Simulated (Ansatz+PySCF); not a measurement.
# doublet C2H3N2: levels of theory in one basis

```xyz
7

H    -2.4614   -0.0228    0.2410
N    -1.5624   -0.3516   -0.0673
C    -0.5071    0.5433    0.0171
C     0.8124    0.1167   -0.0021
N     1.9224   -0.2540    0.0000
H    -1.3726   -1.3071    0.1519
H    -0.7272    1.5872   -0.0154
```

Basis set: cc-pVTZ (spherical functions). Left uncorrelated: 4 orbitals. Correlation on ROHF uses semicanonical orbitals with singles. Charge 0, multiplicity 2.

Computed with Ansatz (development build ahead of 0.2.0) and PySCF 2.14.0; each method stands on the lowest determinant of its kind that the runs found.

```csv
method,E − E(ROHF) (eV),<S²> of the determinant
ROHF,0.00,0.75
UHF,-0.36,0.92
UHF-MP2,-18.70,0.92
```

(1) What does ROHF-MP2 give on the same scale?

## Answers

(1) -19.16 eV.

Caution for UHF, UHF-MP2: the unrestricted determinant is spin contaminated. Caution for ROHF-MP2, UHF-MP2: forces differ strongly between restricted and unrestricted references.
